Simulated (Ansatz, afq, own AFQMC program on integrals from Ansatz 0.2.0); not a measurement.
Integrals from Ansatz 0.2.0, then the random walk in our own AFQMC program (afq).

```yaml
crystal:
  periodic: [false, false, false]
  atoms:
    - {symbol: N, position_ang: [-0.202099, 1.068753, -0.013134]}
    - {symbol: Sc, position_ang: [0.165321, -0.819529, -0.001885]}
    - {symbol: Cl, position_ang: [2.022827, -1.482984, 1.173143]}
    - {symbol: Cl, position_ang: [-1.307676, -2.139133, -1.167332]}
    - {symbol: H, position_ang: [0.348248, 1.790643, 0.450091]}
    - {symbol: H, position_ang: [-0.984521, 1.518351, -0.486983]}
basis:
  gaussian: {orbitals: def2-TZVP}
total_charge: 1
magnetization: {spin_polarized: true, initial_magnetization: 1}
correlation: {method: ccsd_t, electrons: outside_noble_gas, hamiltonian_folder: ham}
```

```sh
$ ansatz run in.yaml --threads 1 --pin off --events-out ev --progress --plain --max-ram 15360MiB --backend cuda --devices 0, --max-vram 18GiB
```

afq runs on the folder ham with

```
--method phaseless --trial cisd --walkers 400 --populations 10 --least-time 60 --time-step 0.005 --steps-per-block 50 --equilibration-blocks 40 --max-blocks 4000 --target-error 0.00029 --factor-cut 1e-05 --start spin_pure --seed 5623 --release-times 0.24,0.48,0.8,1.2 --release-step 0.04 --release-every 5 --taylor-order 6
```

Times are imaginary, in 1/Eh. The walk had a cap of 343 s. With eight or more populations the least sampling time is a fifth of least-time, and the error comes from their spread.

Log:

```
orbitals 142  electrons 12 11  factors 1081 of 1162
reference energy -1734.33093002 Eh
CCSD correlation -0.64327681 Eh in 15 cycles, weight of the determinant in the CISD state 0.7923
energy of the start -1734.973520 Eh
 block  time / (1/Eh)  mean weight  energy / Eh
     1     0.250  0.9978  -1734.952519
     2     0.500  0.9984  -1734.967574
     3     0.750  0.9977  -1734.983862
     4     1.000  1.0023  -1734.991034
     5     1.250  1.0011  -1734.992843
    10     2.500  0.9993  -1735.001026
    31     7.750  1.0004  -1734.999598
    56    14.000  1.0005  -1735.009138
    81    20.250  0.9993  -1735.000242
   106    26.500  1.0020  -1734.997981
   131    32.750  1.0017  -1735.001118
   141    35.250  0.9998  -1735.009959
   156    39.000  0.9989  -1735.005137
   166    41.500  0.9994  -1734.989488
   181    45.250  0.9977  -1735.001651
   206    51.500  0.9992  -1734.993132
   231    57.750  1.0032  -1735.000768
error from the spread of 10 populations
released: time / (1/Eh)  energy / Eh  error  mean overlap
  0.24  -1735.002934  0.000463  0.9902
  0.48  -1735.004140  0.000589  0.9839
  0.80  -1735.005991  0.001397  0.9693
  1.20  -1735.003877  0.001334  0.9612
energy -1735.001712 +/- 0.000784 Eh
(rows thinned)
```

The run passed its tests (sampling time, drift between the halves within three errors, error under three times the target), which doesn't prove that it has relaxed, ending at its cap on processor time. The second half of the sampling lies above the first by 1.7 errors of their difference, so the energy may still be moving and its error bar be too small.

Against this walk (error 21.3 meV) on the same determinant: CCSD(T) 6.0 meV lower (within the noise). The error is statistical and leaves out the bias of the constraint. None of these is a sure reference here. Released to 1.20 1/Eh the energy moves by -59 ± 42 meV (both errors), within twice the noise.

Cautions: constraint bias not in the error; error above the target (21.3 against 7.9 meV); no relativity below Rb; outer-core shells of the metal frozen; higher spins were not checked.

The walk took 5.7 min on 1 × NVIDIA H100 80GB HBM3 with 2 threads of AMD EPYC 7R13 Processor (Zen 3), with other jobs on the host (the card was shared). The log's last line is the phaseless energy.
